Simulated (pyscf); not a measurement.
Single points on ωB97X-D3(BJ)/def2-SVP structures (PySCF, gas phase). MP2 and CC: frozen core, UHF for open shells. ΔMP2 is the change of the MP2 total energy from the triple- to the quadruple-zeta basis.

### Question
PBE/def2-TZVP puts the barrier of H₂O + O=Si(F)–F → HO–Si(OH)(F)–F (addition across a multiple bond or ene-type step; singlet surface; H–O broken, O–Si, H–O formed) at -26.2 kcal/mol and the reaction energy at -75.3 kcal/mol, from the separated reactants. What do PBE0-D3(BJ)/def2-TZVP, M06-2X/def2-TZVP, CCSD(T)/def2-TZVPP + ΔMP2(QZVPP) give on the same structures?

### Answer
PBE0-D3(BJ): ΔE‡ = -29.2 kcal/mol, ΔE = -83.7 kcal/mol; M06-2X: ΔE‡ = -30.4 kcal/mol, ΔE = -88.2 kcal/mol; CCSD(T): ΔE‡ = -24.9 kcal/mol, ΔE = -82.3 kcal/mol. PBE's barrier lies among them. Its reaction energy lies over all of them, by 7.0 to 12.9 kcal/mol. On the reactant side the descent ends in an adduct with a O–Si contact, 32.2 kcal/mol under the separated species and 4.5 kcal/mol under the saddle at ωB97X-D3(BJ)/def2-TZVP. At PBE, PBE0-D3(BJ), M06-2X, CCSD(T) the saddle lies under the separated reactants, which points to a path from their complex (located at ωB97X-D3(BJ) alone). What is counted as formed (O–Si) is already present as a longer contact in the reactant adduct; forming that adduct is a step of its own. At ωB97X-D3(BJ)/def2-TZVP the barrier from the zero used here is -27.7 kcal/mol. This is the saddle that the search found; another between the same sides may lie lower. The CCSD(T) − MP2 part came from Ansatz, without density fitting, on the same reference.
